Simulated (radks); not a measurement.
# C⁴⁺ in 1s1.75 2p0.25: an all-electron calculation

An exercise on one series of results from a longer session: the logs are not shown, and one member is left open.

Method: non-relativistic Kohn-Sham, PBE, spin-polarised, spherical densities, point nucleus; open shells are filled with parallel spins first. Code: radks (a radial shooting solver on a logarithmic mesh, Libxc functionals) version 1.

## Starting point

```
element       : carbon (Z = 6)
charge        : +4
electrons     : 2
configuration : 1s1.75 2p0.25
```

Set-up of the first run:

The run's settings:

```text
Z 6
configuration 1s1.75 2p0.25 2s0 3p0 3d0
relativity non-relativistic
functional pbe,pbe
spin polarised
nucleus point
```

Steps of the session up to this table: Self-consistent calculation.

One of the session's tables, all rows but one given; the rest of the session is left out.

It belongs to the step «Radial structure». From the orbitals of this run (lengths in bohr):

```
  level     <r>  outermost maximum (interpolated)  90 % within
  1s up  0.2643                             0.172        0.473
1s down       ?                                 ?            ?
  2s up   1.184                              1.01         1.82
  2p up   1.061                             0.837         1.71
  3d up   2.325                              2.00         3.50
```

Estimate the missing values for 1s down.

The run gave: <r>: 0.2652; outermost maximum (interpolated): 0.172; 90 % within: 0.475. In the column «<r>» it lies between 1s up (0.2643) and 2p up (1.061).
